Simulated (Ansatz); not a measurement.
Cartesian coordinates (Å):
SMILES: [OH]
```xyz
2

O      0.4906     0.0000     0.0000
H     -0.4827     0.0000     0.0000
```
Charge 0, spin multiplicity 2.

Calculation: frozen-core CCSD(T)/def2-TZVPP // M06-2X/def2-TZVP run with Ansatz (a first-principles code).

```yaml
HF energy: -75.42369 Ha
MP2 correlation energy: -0.19871 Ha
```

**Question.** Estimate the CCSD correlation energy, the (T) correction, the total energy and the T1 diagnostic.

**Answer.** 
```
Property                       Result
-----------------------  ------------
CCSD correlation energy   -0.21276 Ha
(T) correction            -0.00505 Ha
CCSD(T) total energy     -75.64150 Ha
T1 diagnostic                   0.008
```
